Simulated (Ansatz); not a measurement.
# AlClHS radical (SMILES [S][AlH][Cl]): one structure at several levels

An exercise on one series of results from a longer session: the logs are not shown, and one member is left open.

Program: Ansatz 0.2.0, Gaussian basis. Level of theory: single points in def2-TZVPP. These are calculated values, not measurements.

Cores are frozen in the correlated methods. Orbitals are unrestricted.

## The starting structure

4 atoms, charge 0, spin multiplicity 2.

Atoms are counted from 1 here; the program's logs count them from 0.

Bond lengths: S1–Al2 2.181 Å, Al2–Cl3 2.136 Å, Al2–H4 1.438 Å. Angles: S1–Al2–Cl3 119.5°, S1–Al2–H4 125.0°, Cl3–Al2–H4 115.5°.

Geometry (Å):

```xyz
4

S    -0.89450    0.42090    1.84720
Al    0.11640    0.11910   -0.06170
Cl   -0.41410   -1.55440   -1.27890
H     1.16690    0.95290   -0.57950
```

The first run:

Contents of run/in.yaml:

```yaml
crystal:
  periodic: [false, false, false]
  atoms:
    - {symbol: S, position_ang: [-0.894500, 0.420900, 1.847200]}
    - {symbol: Al, position_ang: [0.116400, 0.119100, -0.061700]}
    - {symbol: Cl, position_ang: [-0.414100, -1.554400, -1.278900]}
    - {symbol: H, position_ang: [1.166900, 0.952900, -0.579500]}
basis:
  gaussian: {orbitals: def2-TZVPP}
magnetization: {spin_polarized: true, initial_magnetization: 1}
correlation: {method: ccsd_t}
scf: {omitted_lower_state_checks: [cluster_reference]}
output: {forces: true}
```

The command line of these runs was not kept.

Steps of the session up to this table: CCSD(T)/def2-TZVPP; PBE0-D4/def2-TZVPP; wB97M-V/def2-TZVPP; r2SCAN-D4/def2-TZVPP; PBE-D4/def2-TZVPP; BLYP-D4/def2-TZVPP; r2SCANh-D4/def2-TZVPP.

One table of the session follows, with a row left open; its other results are not shown here.

```
    method  RMS force component (eV/Å)  angle to CCSD(T) forces (°)  dipole (D)
   CCSD(T)                       1.023                    reference        1.29
   PBE0-D4                       1.063                          3.5        1.30
   wB97M-V                           ?                            ?           ?
 r2SCAN-D4                       1.050                          3.4        1.24
    PBE-D4                       1.054                          5.1        1.16
   BLYP-D4                       0.970                          7.0        1.16
r2SCANh-D4                       1.051                          4.0        1.28
```

**Question.** Estimate the row for wB97M-V.

The run gave: RMS force component (eV/Å): 0.986; angle to CCSD(T) forces (°): 3.7; dipole (D): 1.32. In the column «RMS force component (eV/Å)» it lies between BLYP-D4 (0.970) and CCSD(T) (1.023).
